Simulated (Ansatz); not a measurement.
Input file:

```yaml
crystal:
  periodic: [false, false, false]
  atoms:
    - {symbol: Si, position_ang: [0.000000, 0.000000, 0.215400]}
    - {symbol: Mg, position_ang: [0.000000, 0.000000, -2.263800]}
    - {symbol: H, position_ang: [0.000000, 0.000000, 2.048400]}
basis:
  gaussian: {orbitals: 6-31G}
magnetization: {spin_polarized: false, initial_magnetization: 3}
correlation: {active_space: {window: {electrons: 3, orbitals: 6}}}
accuracy: high
scf: {lower_state_search: off}
output: {forces: true}
```

```sh
$ ansatz run in.yaml --threads 1 --pin off --events-out ev --progress --plain --max-ram 2393MiB
```

Output:

```
these checks for a lower state are left out or cut short: stability, starts, cluster_reference, orbital_swaps, neighbouring_geometries, increment
576 factors; integrals over basis functions are off by at most 4.6e-9 eV
mean field evaluation 1: about -13305.0849 eV, gradient 5.4e0 eV
mean field evaluation 2: about -13305.0999 eV, gradient 5.4e0 eV
mean field evaluation 4: about -13305.8123 eV, gradient 1.3e0 eV
mean field evaluation 8: about -13305.8751 eV, gradient 2.9e-3 eV
mean field -13305.87505654 eV, -488.9818892819 hartree, gradient 1.8e-8 eV, S^2 3.750000; 0 other end points of the search recorded, 0 dependent functions left out
reference -13305.87505654 eV, -488.9818892819 hartree; 15, 12 occupied and 13, 16 virtual orbitals, 576 factors
state -13305.98192247 eV, -488.9858165324 hartree
the calculation of the forces begins
Total energy: -13305.98192247 eV, -488.9858165324 hartree
Atom 0 at     0.000000     0.000000     0.215400 Å, force    -0.000000    -0.000000     3.350946 eV/Å
Atom 1 at     0.000000     0.000000    -2.263800 Å, force    -0.000000     0.000000    -0.369349 eV/Å
Atom 2 at     0.000000     0.000000     2.048400 Å, force     0.000000     0.000000    -2.981597 eV/Å
Dipole moment:     0.000000    -0.000000    -0.729778 e Å
Checks for a lower state left out: stability, starts, cluster_reference, orbital_swaps, neighbouring_geometries, increment
```

Natural occupations: 0.9957 0.9932 0.9932 0.0068 0.0068 0.0043.

Forces (eV/Å):
```
Si   0.000  0.000  3.351
Mg   0.000  0.000 -0.369
H    0.000  0.000 -2.982
```

Ran on 1 thread of Intel Xeon, shared host: 0.81 s wall, 0.15 GiB peak host memory.
